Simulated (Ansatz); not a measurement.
Geometry optimisation, RKS PBE0/cc-pVDZ in Ansatz 0.2.0.

The input (input.yaml):

```yaml
crystal:
  periodic: [false, false, false]
  atoms:
    - { symbol: B, position_ang: [0.0, 0.0, 0.0] }
    - { symbol: Cl, position_ang: [1.1911, 0.0, 1.6808] }
    - { symbol: H, position_ang: [1.3757, 0.0, -0.1988] }
    - { symbol: O, position_ang: [-1.2211, 0.0, -0.705] }
    - { symbol: H, position_ang: [-1.7308, -0.8467, -0.4965] }
basis:
  gaussian: { orbitals: cc-pVDZ }
hamiltonian:
  xc: pbe0
relax:
  f_tol: 0.15
  max_steps: 25
  restrain:
    - { distance: [1, 2], at: 2.57, k: 30.0 }
    - { distance: [0, 1], at: 1.86, k: 30.0 }
    - { distance: [0, 2], at: 1.19, k: 30.0 }
output:
  orbitals: {}
```

Launched with:

```bash
$ ansatz run input.yaml --threads 1 --pin off --max-ram 2048MiB --backend cpu --events-out ev --progress --plain --runs-dir out
```

Question: Where does it end, and by what steps?

Answer: It converged. The restraints hold the end off the free minimum. After 7 steps the energy has fallen by 3.691 eV (the restraints' own energy left out); Cl2 moved furthest, 0.69 Å.

| step | energy less start (eV) | largest force component (eV/Å) | accepted |
| --- | --- | --- | --- |
| 0 | 0.0000 | 4.001 | yes |
| 1 | -1.3593 | 2.555 | yes |
| 2 | -2.4468 | 2.087 | yes |
| 3 | -3.1584 | 1.431 | yes |
| 4 | -3.5160 | 1.070 | yes |
| 5 | -3.3826 | 2.975 | no |
| 6 | -3.6342 | 0.994 | yes |
| 7 | -3.6913 | 1.043 | yes |

```xyz
5
Properties=species:S:1:pos:R:3
B 0.296 -0.068 -0.074
Cl 0.518 -0.158 1.736
H 1.272 0.203 -0.700
O -0.887 -0.294 -0.656
H -1.583 -0.530 -0.026
```

The run took 12 s on 1 thread of Arm Neoverse V2 (shared host), peak memory 0.12 GiB.
